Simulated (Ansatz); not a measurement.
A made-up structure of CH3BS, singlet:

| atom | x (Å) | y (Å) | z (Å) |
| --- | --- | --- | --- |
| C1 | -0.3205 | 0.4147 | -0.2541 |
| B2 | 0.5186 | -0.6704 | 0.4110 |
| S3 | 1.4034 | -1.8154 | 1.1125 |
| H4 | -1.0544 | 0.8210 | 0.4468 |
| H5 | 0.3120 | 1.2365 | -0.5995 |
| H6 | 2.2234 | -2.8529 | 1.4299 |

It is relaxed with PBE-D4/def2-SVP and then PBE0-D4/def2-TZVP (Ansatz 0.2.0). Atoms count as bonded within 1.22 times the sum of their covalent radii (H–H: 0.88 Å). The end point is not checked to be a true minimum.

(1) Does its bonding change? (Judge from chemistry; the calculation decides.)

Results:

(1) By the calculation: No: no bond forms or breaks.

Where it ends: The first stage lowers the energy by 2.77 eV in 12 steps. It ends as CH₃BS ([CH2][B][SH]):
```xyz
6
angstrom
C -0.1024 0.3821 0.0112
B 0.7143 -0.5205 0.6679
S 1.7657 -1.5625 1.5684
H -1.1487 0.5107 0.2682
H 0.2568 1.0038 -0.8022
H 1.5969 -2.6802 0.8331
```

Labels in which every atom is bracketed show which atoms are joined, not bond orders.

For scale, one of the runs: PBE0-D4/def2-TZVP relaxation, 117 basis functions, launched by `ansatz run in.yaml --threads 2 --pin off --events-out ev --progress --plain --max-ram 4352MiB`. Hardware: 2 CPU threads of an AMD EPYC 9B45, shared host. Wall time about 6 s.
